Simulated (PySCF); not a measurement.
From one molecule to another.

First species: C₃H₅F₃O.
Atom-mapped SMILES: `[OH:1][C@H:2]([CH2:3][F:4])[CH:5]([F:6])[F:7]` (hydrogens: H8 on O1; H9 on C2; H10, H11 on C3; H12 on C5)

Second species: N2H4.
SMILES: `NN`

Levels: PBE0/def2-SVPD for dipole moment, HOMO energy, LUMO energy, HOMO–LUMO gap, static isotropic polarisability and electronic spatial extent ⟨r²⟩ about the centre of nuclear charge; TDDFT PBE0/def2-SVPD for lowest singlet excitation; TDA PBE0/def2-SVPD for lowest triplet excitation (Tamm–Dancoff); GFN2-xTB for rotational constant A and rotational constant C. Geometries: GFN2-xTB. Each species is one conformer at its optimised geometry, gas phase, non-relativistic unless stated. Electronic properties by PySCF.

Dipoles, sizes and rotational constants follow the conformer. The torsions of the flexible species, by atom-mapped SMILES:
- `[OH:1][C@H:2]([CH2:3][F:4])[CH:5]([F:6])[F:7]`: O1–C2–C3–F4 66°, O1–C2–C5–F6 81°, H–O1–C2–C3 -48°
- `[NH2:1][NH2:2]`: H–N1–N2–H 159°, H–N1–N2–H -81°

Values for the first species:

```
Dipole moment                                                     : 0.91 D
HOMO energy                                                       : -8.77 eV
LUMO energy                                                       : 0.39 eV
HOMO–LUMO gap                                                     : 9.16 eV
Lowest singlet excitation                                         : 7.61 eV
Lowest triplet excitation (Tamm–Dancoff)                          : 7.24 eV
Static isotropic polarisability                                   : 45.2 au
Electronic spatial extent ⟨r²⟩ about the centre of nuclear charge : 779 bohr²
Rotational constant A                                             : 3.971 GHz
Rotational constant C                                             : 1.517 GHz
```

(1) Estimate the same properties for the second species, and the change in each.

## Answers

(1) 
```csv
property,first,second,second less first
dipole moment,0.91 D,2.04 D,+1.13 D
HOMO energy,-8.77 eV,-7.03 eV,+1.74 eV
LUMO energy,0.39 eV,0.92 eV,+0.53 eV
HOMO–LUMO gap,9.16 eV,7.95 eV,-1.21 eV
lowest singlet excitation,7.61 eV,6.37 eV,-1.24 eV
lowest triplet excitation (Tamm–Dancoff),7.24 eV,6.01 eV,-1.23 eV
static isotropic polarisability,45.2 au,21.8 au,-23.4 au
electronic spatial extent ⟨r²⟩ about the centre of nuclear charge,779 bohr²,83 bohr²,-696 bohr²
rotational constant A,3.971 GHz,143.977 GHz,+140.006 GHz
rotational constant C,1.517 GHz,24.241 GHz,+22.724 GHz
```

On the first: No computed singlet falls in the visible range (750 to 380 nm, 1.65 to 3.26 eV); S1 lies 4.35 eV above its blue end.

On the second: The 8 singlets span 6.37 to 9.01 eV, and their oscillator strengths add up to 0.23. No computed singlet falls in the visible range (750 to 380 nm, 1.65 to 3.26 eV); S1 lies 3.11 eV above its blue end.
